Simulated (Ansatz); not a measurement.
**AlSiH (quintet): from Hartree-Fock to the top rungs, def2-QZVPP**

The task here is to estimate one member of a computed series from the others.

Method: def2-QZVPP, core rule «outside noble gas», up to 10 orbitals frozen; program: Ansatz 0.2.0, Gaussian basis.

Plan: UHF; ROHF; CCSD(T) on UHF.

2 further runs of the same task are left out: 2 set aside as unsound or not needed.

## The system

The geometry is a PBE0/def2-TZVP stationary point (not a proven minimum) of the parent state, kept for this charge and spin.

3 atoms, charge 0, spin multiplicity 5.

Atoms are counted from 1 here; the program's logs count them from 0.

Bond lengths: Si1–Al2 2.333 Å, Al2–H3 1.599 Å. Angles: Si1–Al2–H3 180.0°.

The first run:

Input file in.yaml:

```yaml
crystal:
  periodic: [false, false, false]
  atoms:
    - {symbol: Si, position_ang: [0.000000, 0.000000, 2.088600]}
    - {symbol: Al, position_ang: [0.000000, 0.000000, -0.244867]}
    - {symbol: H, position_ang: [0.000000, 0.000000, -1.843733]}
basis:
  gaussian: {orbitals: "def2-QZVPP.json"}
magnetization: {spin_polarized: true, initial_magnetization: 4}
hamiltonian: {xc: hf}
output: {orbitals: {seedname: orbitals}}
```

Launch:

```
> ansatz run in.yaml --threads 1 --pin off --events-out ev --progress --plain --max-ram 2393MiB
```

Steps of the session up to this table: UHF; ROHF; CCSD(T) on UHF.

One table of the session follows, with a row left open; its other results are not shown here.

| method | from UCCSD(T) (meV) |
| --- | --- |
| ROHF | +4508.9 |
| UHF | ? |
| UMP2 | +974.2 |
| UCCSD | +217.5 |
| UCCSD(T) | 0 |

Estimate the missing values for UHF.

The run gave: from UCCSD(T) (meV): +4388.0. In the column «from UCCSD(T) (meV)» it lies between UMP2 (+974.2) and ROHF (+4508.9).
